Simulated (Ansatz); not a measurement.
Abridged output of a molecular run in Ansatz:

```
Functional definition: HF
2874 factors; integrals over basis functions are off by at most 1.0e-3 eV
mean field evaluation 1: about -8524.0580 eV, gradient 5.1e1 eV
mean field evaluation 2: about -8524.4065 eV, gradient 5.1e1 eV
mean field evaluation 4: about -8531.7610 eV, gradient 5.7e0 eV
mean field evaluation 8: about -8531.8733 eV, gradient 3.0e-1 eV
mean field -8531.87365927 eV, -313.5405738665 hartree, gradient 1.8e-6 eV, S^2 0.000000; 0 other end points of the search recorded, 0 dependent functions left out
8 core orbitals not correlated: weight in the atoms' cores, before any rotation towards them, 1.000 or more for the frozen orbitals, at most 0.000 for the correlated occupied ones
reference -8531.87365927 eV, -313.5405738665 hartree; 25, 25 occupied and 467, 467 virtual orbitals, 2874 factors
second order -38.77527178 eV of doubles, -0.00000000 eV of singles
cycle   1  -40.15287009 eV  change    -1.4e0 eV  update   1.2e-1
cycle   2  -41.07848996 eV  change   -9.3e-1 eV  update   3.2e-2
cycle   3  -41.20935298 eV  change   -1.3e-1 eV  update   1.2e-2
cycle   4  -41.20615308 eV  change    3.2e-3 eV  update   2.6e-3
cycle   5  -41.20696485 eV  change   -8.1e-4 eV  update   8.3e-4
cycle   6  -41.20725471 eV  change   -2.9e-4 eV  update   2.0e-4
cycle   7  -41.20721684 eV  change    3.8e-5 eV  update   5.8e-5
perturbative correction -1.63655588 eV, -0.0601423193 hartree
Total energy: -8574.71743199 eV, -315.1150534734 hartree
```

Its atoms:

Z-matrix (Å, degrees):
```
C
C 1 1.521
H 1 1.094 2 110.7
H 1 1.093 2 111.4 3 -119.7
H 1 1.092 2 111.9 3 119.6
C 2 1.539 1 114.1 3 -60.6
H 2 1.095 1 108.2 3 61.1
H 2 1.096 1 109.7 3 175.8
C 6 1.528 2 112.2 1 -99.8
C 6 1.540 2 111.2 1 132.9
H 6 1.100 2 107.3 1 17.5
C 9 1.520 6 114.5 2 61.0
H 9 1.094 6 109.3 2 -177.0
H 9 1.096 6 109.1 2 -61.4
C 10 1.522 6 112.7 2 -167.1
C 10 1.523 6 113.2 2 66.5
H 10 1.098 6 105.5 2 -50.6
H 12 1.092 9 111.9 6 -63.6
H 12 1.094 9 111.2 6 56.8
H 12 1.093 9 110.9 6 176.6
H 15 1.093 10 110.7 6 171.8
H 15 1.094 10 111.4 6 51.8
H 15 1.093 10 111.8 6 -68.9
H 16 1.093 10 111.3 6 68.6
H 16 1.093 10 111.9 6 -52.2
H 16 1.093 10 110.6 6 -172.2
```

Q: Which basis set was used?
A. def2-TZVPP
B. cc-pV(D+d)Z
C. cc-pV(Q+d)Z
D. def2-SVPD

A: A. It gives 500 functions.

Q: Write the keys of the input that set method, charge and spin (a neutral closed shell needs none for the last two).

A: 
```yaml
correlation: {method: ccsd_t}
```
